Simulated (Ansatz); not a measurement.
Which is lower?

The two ends of one reaction step of BNH4S, closed shell (PBE0-D4/def2-TZVP).

A:

```csv
atom,x (Å),y (Å),z (Å)
B1,-0.7420,-0.0810,-0.5363
N2,0.5491,0.1744,0.4133
S3,-1.0232,-1.6841,-0.9647
H4,0.9550,-0.7495,0.5669
H5,-1.2758,0.9689,-0.7634
H6,1.2398,0.7819,-0.0246
H7,0.2970,0.5893,1.3088
```

B:

B1  (-0.426, 0.165, -0.467)
N2  (0.494, 0.720, 0.417)
S3  (-0.790, -1.602, -0.604)
H4  (0.055, -2.056, 0.338)
H5  (-1.043, 0.873, -1.205)
H6  (0.661, 1.710, 0.454)
H7  (1.048, 0.190, 1.067)
(Å)

Computed with Ansatz 0.2.0 (basis: def2-TZVPP); correlated methods freeze the cores. B3LYP uses VWN-RPA correlation.

Problem. Which structure is lower at CCSD(T), and by how much? (Judge from chemistry; the value comes from the calculation.)

Solution. The calculation gives: B, by 1.089 eV (electronic energy, against the other). By their contacts, A is BNH₄S ([NH3][BH][S]) and B is BNH₄S ([NH2][BH][SH]).

All methods give the same order:

```csv
method,E(B) − E(A) (eV)
SPW92,-1.068
PBE-D4,-1.073
BLYP-D4,-1.112
r2SCAN-D4,-1.119
B97M-V,-1.103
PBE0-D4,-1.123
B3LYP-D4,-1.157
r2SCAN0-D4,-1.147
BHLYP-D4,-1.216
CAM-B3LYP-D4,-1.212
wB97X-V,-1.198
wB97M-V,-1.150
B2PLYP,-1.124
PBE-QIDH,-1.121
RPA on PBE,-1.106
HF,-1.284
MP2,-1.066
CCSD,-1.141
CCSD(T),-1.089
```

No T1 diagnostic of these runs exceeds 0.016.

Labels in which every atom is bracketed show which atoms are joined, not bond orders.

For scale, one of the runs: CCSD(T)/def2-TZVPP, 160 basis functions, launched by `ansatz run in.yaml --threads 2 --pin off --events-out ev --progress --plain --max-ram 4352MiB`. The run took 17 s on 2 CPU threads of an Arm Neoverse V2 (shared host), with 1.1 GiB of host memory at its peak.
